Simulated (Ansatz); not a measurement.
Relaxing LiTa3

Method: Ansatz, DFT PBE, scalar-relativistic, plane waves, PAW. Cutoff 420 eV, Γ-centred k mesh, Gaussian smearing, no spin polarisation in the final step.

A relaxed cell is given with its space group left out.

```
Li Ta
1.0
     4.09976    0.00000    0.00000
     0.00000    4.09976    0.00000
     0.00000    0.00000    4.09976
Li Ta
1 3
Direct
  0.00000 0.00000 0.00000
  0.00000 0.50000 0.50000
  0.50000 0.00000 0.50000
  0.50000 0.50000 0.00000
```

Formation energies are uncorrected and refer to the elements' standard structures at the same level.

(1) What space group does it have?

(2) How far does it lie from the elements in energy?

(3) Is it a metal?

## Answers

(1) Pm-3m (No. 221). Conventional cell: a = 4.100 Å. Li is coordinated by 12 Ta at 2.90 Å; Ta is coordinated by 4 Li at 2.90 Å and 8 Ta at 2.90 Å.

(2) 0.37 eV/atom.

(3) Yes, bands cross the Fermi level on the 12×12×12 mesh.

The final run used a 12×12×12 mesh on its 4-atom cell and 0.10 eV smearing. The k mesh leaves about 4 meV/atom of noise in metals. Spin–orbit coupling is left out. The cell came from a trial start, so LiTa3 may not exist in this structure.

Cost: 3 runs of about 0.35 core-minutes in all, on AMD EPYC 7R43 (Zen 3) (shared hosts).